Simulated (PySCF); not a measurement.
3C-SiC: MP2 at its full settings () and at cheaper ones, in a cell of 2 atoms.

```csv
level and setting,lattice constant a (Å),bulk modulus (GPa)
MP2 (PySCF),4.347,233
MP2/6-31G* (PySCF),4.348,236
MP2/6-31G* (Γ point alone) (PySCF),4.528,145
MP2/6-31G* (2×2×2 k mesh) (PySCF),4.391,222
MP2/GTH-DZVP (PySCF),4.343,226
MP2/GTH-DZVP (2×2×2 k mesh) (PySCF),4.384,216
MP2/GTH-SZV (PySCF),4.506,168
MP2/GTH-SZV (2×2×2 k mesh) (PySCF),4.584,158
MP2/STO-3G (PySCF),4.396,261
MP2/STO-3G (2×2×2 k mesh) (PySCF),4.448,246
```

Largest shifts from the full settings: lattice constant a +5.45 % (MP2/GTH-SZV (2×2×2 k mesh)), against a difference of +0.02 % of the full result from the reference 4.346 Å (measured, static lattice: zero-point anharmonic expansion removed, our sources range from 4.341 to 4.348; as tabulated in Mejia-Rodriguez and Trickey (2018), arXiv:1807.09216); bulk modulus -38 % (MP2/6-31G* (Γ point alone)), against a difference of +1.7 % of the full result from the reference 229 GPa (measured, 0 K value with the zero-point phonon effect removed; as tabulated in Mejia-Rodriguez and Trickey (2018), arXiv:1807.09216).

The full settings aren't shown to be converged themselves.

Run with cheap settings on purpose, which may leave them unconverged: MP2/6-31G*, MP2/6-31G* (2×2×2 k mesh), MP2/6-31G* (Γ point alone), MP2/GTH-DZVP, MP2/GTH-DZVP (2×2×2 k mesh), MP2/GTH-SZV, MP2/GTH-SZV (2×2×2 k mesh), MP2/STO-3G, MP2/STO-3G (2×2×2 k mesh).
